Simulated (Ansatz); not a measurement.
C2H4ClN (`C/N=C/Cl`). Total charge 0; spin multiplicity 1.

| atom | x (Å) | y (Å) | z (Å) |
| --- | --- | --- | --- |
| C1 | 0.714 | -0.439 | -0.702 |
| N2 | 0.095 | -0.403 | 0.600 |
| C3 | -0.778 | 0.459 | 0.804 |
| Cl4 | -1.584 | 0.591 | 2.327 |
| H5 | 0.334 | 0.322 | -1.397 |
| H6 | 1.792 | -0.306 | -0.583 |
| H7 | 0.560 | -1.429 | -1.138 |
| H8 | -1.133 | 1.205 | 0.088 |

Problem. List the harmonic frequencies (cm⁻¹, unscaled) at PBE0-D4/def2-TZVP in Ansatz. (Best estimate.)

Solution. The calculation gave: 206, 256, 283, 439, 870, 931, 1049, 1130, 1150, 1323, 1431, 1471, 1490, 1752, 3005, 3086, 3100, 3120.

Problem. Is this a minimum?

Solution. Yes, all 18 modes are real.

Problem. Give the ideal-gas thermochemistry at 298.15 K and 1 bar (rigid rotor, harmonic oscillator; point group Cs, symmetry number 1).

Solution. Zero-point energy 156.1 kJ/mol; H(298) − E = 171.1 kJ/mol; entropy 293.0 J/(mol·K), of which translation 163.1, rotation 102.1, vibration 27.8; G(298) − E = 83.8 kJ/mol.

Problem. Rotational constants (cm⁻¹)?

Solution. 1.66, 0.08721, 0.08414.
